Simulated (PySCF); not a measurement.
Saddle point of BH₂OF, singlet (BH₂OF ([OH][BH][F]) → BOF + H₂; bonds formed: H2–H4; bonds broken: B1–H2, O3–H4), PBE0-D4/def2-TZVP structure:

```
5
angstrom
B -0.1593 0.1656 0.2902
H 0.4753 0.1791 -0.9913
O -0.2304 -1.0473 0.6601
H 0.3504 -0.7000 -0.5755
F -0.4360 1.4025 0.6166
```

Energies are electronic, without zero-point energy. Barriers and step energies count from the start structure reached by relaxing down the imaginary mode; all methods use the PBE0-D4 structures, on which another method's saddle can fall below an end. Computed with PySCF 2.14 with density fitting (its default auxiliary sets; JK sets also for MP2 and CCSD(T)) (basis: def2-TZVPP, with def2-QZVPP for the basis limit); correlated methods freeze the cores. B3LYP uses VWN-RPA correlation. Extrapolation: Hartree–Fock as exp(−7.88 √X), correlation as X^−2.97.

| method | barrier (kcal/mol) | step energy (kcal/mol) |
| --- | --- | --- |
| SPW92 | 54.13 | 37.63 |
| PBE-D4 | 56.12 | 29.98 |
| r2SCAN-D4 | 60.41 | 32.16 |
| PBE0-D4 | ? | 34.47 |
| B3LYP-D4 | ? | 30.22 |
| BHLYP-D4 | ? | 35.18 |
| wB97M-V | 64.89 | 32.39 |
| HF | 81.52 | 36.13 |
| MP2 | 63.73 | 29.92 |
| CCSD | 69.00 | 33.20 |
| CCSD(T) | 66.06 | 31.82 |

(1) Fill in the withheld barriers. (To be estimated.)

The T1 diagnostic stays at or below 0.018.

Answers

(1) Computed: PBE0-D4 62.62; BHLYP-D4 70.88; B3LYP-D4 63.52 kcal/mol. Each is the energy of the saddle less that of the start structure, by the same method.

For comparison, the barrier by CCSD(T) at an estimated basis limit (MP2 extrapolated from triple and quadruple zeta, plus CCSD(T) − MP2 in triple zeta) is 65.55 kcal/mol.

Labels in which every atom is bracketed show which atoms are joined, not bond orders.

For scale, one of the runs: CCSD(T)/def2-TZVPP, 121 basis functions, launched by `OMP_NUM_THREADS=4 python run.py`. Hardware: 4 CPU threads of an Arm Neoverse V2, shared host. Wall time 34 s; peak host memory 0.61 GiB.
